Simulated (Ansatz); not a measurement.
Cl–Al–PH, singlet: reading a ladder of total energies

Geometry: a PBE0/def2-TZVP stationary point for this spin, not checked as a minimum.

```xyz
4

Cl    0.0000   -0.3034    2.5579
Al    0.0000   -0.3527    0.4810
P     0.0000   -0.3809   -1.6550
H     0.0000    1.0370   -1.3840
```

Basis cc-pVTZ; Ansatz 0.2.0. Only valence electrons are correlated (noble-gas cores frozen), which leaves 16 electrons in 101 orbitals. Prefix R: restricted or restricted open-shell reference.

Full CI isn't at hand for all of this; RCCSDT(Q) serves as the reference, and is uncertain by the last step of the cluster series or more.

RCCSD has a T1 diagnostic of 0.015 and a largest doubles amplitude of 0.06.

Runs differ by some tens of microhartree through their thresholds, so steps under 0.03 kcal/mol mean nothing.

```
    level  total energy (hartree)
      RHF            -1042.820799
     RMP2            -1043.224420
    RCCSD            -1043.259056
 RCCSD(T)            -1043.281562
   RCCSDT            -1043.282886
RCCSDT(Q)            -1043.284387
```

**Question.** What is the correlation energy at RCCSDT(Q), and what share of it do RMP2 and RCCSD recover?

**Answer.** E(corr) = -1043.284387 − (-1042.820799) = -0.463588 hartree = -12.615 eV. RMP2: -0.403621 / -0.463588 = 87.06 %. RCCSD: -0.438257 / -0.463588 = 94.54 %.

**Question.** By how many kcal/mol does RCCSD(T) miss RCCSDT(Q) (1 hartree = 627.509 kcal/mol), and which steps make up the rest?

**Answer.** -1043.281562 − (-1043.284387) = 0.002825 hartree = 1.77 kcal/mol. Steps: RCCSDT − RCCSD(T) = -0.83, RCCSDT(Q) − RCCSDT = -0.94 kcal/mol. Differences between like states or geometries often cancel part of this.
